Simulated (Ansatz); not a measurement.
Property card for Tl$_{2}$Pd

Method: DFT r2SCAN, scalar-relativistic, plane waves, PAW (Ansatz).

Plane waves to 500 eV, a k mesh through Γ of 8×8×8 on the computed 6-atom cell and Gaussian smearing (0.10 eV); no spin polarisation.

The structure is relaxed at this level of theory with its symmetry kept. Whether it is the stable form of this composition wasn't checked.

Symmetry: I4/mcm, No. 140, tetragonal system. Conventional cell: a = 6.802 Å, b = 6.802 Å, c = 5.834 Å, α = 90.00°, β = 90.00°, γ = 90.00°. Tl (site symmetry m2m) is surrounded by 4 Pd at 2.93 Å and 3 Tl at 3.20 to 3.33 Å. Around Pd (site symmetry 422) lie 2 Pd at 2.92 Å and 8 Tl at 2.93 Å.

* Volume per atom: 151.8 bohr³
* Formation energy from the elements' standard states (uncorrected): -0.170 eV/atom
* Generalised Kohn–Sham band gap: none (metal)
* Density of states at the Fermi level: 2.32 states/eV per cell
* Löwdin character within 0.5 eV of the Fermi level: Tl 6p 61 %, Pd 4d 21 %, Tl 6s 14 %
* Bader charges (e): Tl (4 in the cell) 0.17, Pd (2 in the cell) -0.35

Spin-orbit coupling is left out, which matters for the bands of heavy elements.